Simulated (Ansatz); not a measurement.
# ClFH₂Si: one species, many methods

The task here is to estimate one member of a computed series from the others.

Computed with Ansatz 0.2.0, Gaussian basis. Level: functionals in def2-TZVPP, the program's frozen cores in correlated methods.

Levels to be run: LDA (SPW92), PBE-D4, revPBE-D4, BLYP-D4, r2SCAN-D4, B97M-V, PBE0-D4, B3LYP-D4, r2SCANh-D4, r2SCAN0-D4, HSE06-D4, BHLYP-D4, CAM-B3LYP-D4, LC-ωPBE, ωB97X-V, ωB97M-V, B2PLYP, PBE-QIDH; CCSD(T)/def2-SVP; CCSD(T)/def2-TZVPP; CCSD(T)/def2-QZVPP; extrapolation to the limit; RPA on PBE.

### The geometry

All runs share one geometry, relaxed beforehand with PBE0-D4 in a triple-zeta def2 set.

SMILES `F[SiH2]Cl`, 5 atoms, charge 0, spin multiplicity 1.

Atoms are counted from 1 here; the program's logs count them from 0.

Bond lengths: F1–Si2 1.589 Å, Si2–Cl3 2.036 Å, Si2–H4 1.475 Å, Si2–H5 1.475 Å. Angles: F1–Si2–Cl3 108.8°, F1–Si2–H4 108.3°, F1–Si2–H5 108.3°, Cl3–Si2–H4 108.8°, Cl3–Si2–H5 108.8°, H4–Si2–H5 113.7°.

The first run:

in.yaml reads:

```yaml
crystal:
  periodic: [false, false, false]
  atoms:
    - {symbol: F, position_ang: [-0.468297, 0.123519, 1.504591]}
    - {symbol: Si, position_ang: [0.098002, -0.085629, 0.034341]}
    - {symbol: Cl, position_ang: [-1.064507, 0.955950, -1.272389]}
    - {symbol: H, position_ang: [0.014572, -1.521451, -0.293739]}
    - {symbol: H, position_ang: [1.470128, 0.453910, -0.014105]}
basis:
  gaussian: {orbitals: def2-TZVPP}
hamiltonian: {xc: lda}
output: {orbitals: {seedname: orbitals}}
```

Started as:

```bash
$ ansatz run in.yaml --threads 2 --pin off --events-out ev --progress --plain --max-ram 32768MiB --backend cpu
```

Steps of the session up to this table: LDA; PBE-D4 (GGA); revPBE-D4 (GGA); BLYP-D4 (GGA); r2SCAN-D4 (meta-GGA); B97M-V (meta-GGA); B3LYP-D4 (hybrid); r2SCANh-D4 (hybrid); r2SCAN0-D4 (hybrid); HSE06-D4 (hybrid); BHLYP-D4 (hybrid); CAM-B3LYP-D4 (range-separated); LC-ωPBE (range-separated); ωB97X-V (range-separated); ωB97M-V (range-separated); B2PLYP (double hybrid); PBE-QIDH (double hybrid).

One of the session's tables, all rows but one given; the rest of the session is left out.

It belongs to the step «Frontier levels by functional». 

| functional | HOMO (eV) | gap (eV) |
| --- | --- | --- |
| LDA (SPW92) | -7.94 | 6.82 |
| PBE-D4 | -7.87 | 7.03 |
| revPBE-D4 | -7.83 | 7.11 |
| BLYP-D4 | -7.75 | 7.04 |
| r2SCAN-D4 | ? | ? |
| B97M-V | -8.33 | 7.72 |
| PBE0-D4 | -9.27 | 9.32 |
| B3LYP-D4 | -9.03 | 8.85 |
| r2SCANh-D4 | -8.75 | 8.64 |
| r2SCAN0-D4 | -9.51 | 9.83 |
| HSE06-D4 | -8.87 | 8.54 |
| BHLYP-D4 | -10.57 | 11.51 |
| CAM-B3LYP-D4 | -10.66 | 11.71 |
| LC-ωPBE | -12.07 | 14.33 |
| ωB97X-V | -11.70 | 13.84 |
| ωB97M-V | -11.51 | 13.35 |

**Question.** Estimate the row for r2SCAN-D4.

Worked estimate for «HOMO (eV)». Against the share of exact exchange, r2SCANh-D4 (0.1, -8.75), r2SCAN0-D4 (0.25, -9.51) give a slope of -5.07 per unit share; at 0 the line stands at -8.24.

The run gave: HOMO (eV): -8.24; gap (eV): 7.83. In «HOMO (eV)» the line misses by 0.00.
